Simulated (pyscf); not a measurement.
Elementary routes open to methane (CH₄) + [Cl–Zn]• in the gas phase (doublet surface):
A. H₃C–Zn–Cl + H atom (H•) (C–H broken; C–Zn formed)
B. [H₃C–Zn]• + hydrogen chloride (HCl) (C–H, Cl–Zn broken; C–Zn, Cl–H formed)

PySCF, gas phase, ωB97X-D3(BJ)/def2-SVP geometries.

Rank the routes by free-energy barrier at 600 K, lowest first, for ωB97M-D3(BJ)/def2-TZVP energies (ideal gas, 1 atm, RRHO with modes under 100 cm⁻¹ raised to 100, one conformer, R ln 2 for chiral ones without a mode under 150 cm⁻¹).

B (253.9 kJ/mol), A (272.2 kJ/mol)

Route B is the fastest of these, ahead of the next by 18.3 kJ/mol. The most stable products are those of A (ΔG = +143.5 kJ/mol), whose barrier is 18.3 kJ/mol higher: the kinetic and the thermodynamic product differ. At 1200 K B is still the fastest. Only these routes are compared; each barrier is that of the saddle found, and lower ones may exist. The term symbol of open-shell Cl–Zn was not checked; spin-orbit terms and orbital degeneracy are left out. Elements up to Kr have no core potential and no relativistic terms here.
